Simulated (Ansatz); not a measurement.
AlH2(CCH) (C₂H₃Al). Charge 0, multiplicity 1. Geometry PBE-D4/def2-TZVP; atoms count from 1.

```xyz
6

Al    0.556   -0.950   -0.668
H     0.289   -1.040   -2.232
H     1.482   -1.987    0.103
C    -0.267    0.461    0.325
C    -0.797    1.362    0.958
H    -1.263    2.155    1.513
```

Estimate the Mulliken populations from the PBE0/def2-TZVP orbitals of Ansatz.


| atom | charge (e) |
| --- | --- |
| Al1 | 0.43 |
| H2 | -0.09 |
| H3 | -0.09 |
| C4 | -0.29 |
| C5 | -0.15 |
| H6 | 0.18 |
Mulliken values and Mayer orders depend strongly on the basis.

And the Mayer bond orders between bonded heavy atoms (over 0.3)?

Al1–C4 0.96 (1.91 Å); C4–C5 2.50 (1.22 Å).
